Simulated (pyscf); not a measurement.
Optimised with ωB97X-D3(BJ)/def2-SVP in PySCF.

Estimate by transition-state theory the rate constant of H₂B–O–GeH₃ + HF -> F–GeH₃ + H₂B–OH (singlet surface; Ge–O, F–H broken, F–Ge, H–O formed) at 900 K, with ωB97M-D3(BJ)/def2-TZVP energies (ideal gas, 1 atm, RRHO with modes under 100 cm⁻¹ raised to 100, one conformer, R ln 2 for chiral ones without a mode under 150 cm⁻¹; no tunnelling).

The electronic barrier is 14.1 kcal/mol and the thermal terms add +30.4, so ΔG‡ = 44.4 kcal/mol. With k_BT/h = 1.88e+13 s⁻¹ and RT = 1.788 kcal/mol, and a volume of 1.23e-19 cm³ per molecule at 1 atm, k = 3.7e-17 cm³ molecule⁻¹ s⁻¹. Wigner's tunnelling factor for 531i cm⁻¹ would be 1.03. A shift of 1 kcal/mol in the barrier changes k by a factor 1.7. On the reactant side the descent ends in a bound adduct, 8.4 kcal/mol under the separated species and 22.9 kcal/mol under the saddle at ωB97X-D3(BJ)/def2-TZVP. On the product side the descent ends in a complex, 5.3 kcal/mol under the separated species and 27.7 kcal/mol under the saddle at ωB97X-D3(BJ)/def2-TZVP. One saddle was located; it need not be the lowest between these sides. Elements up to Kr have no core potential and no relativistic terms here.
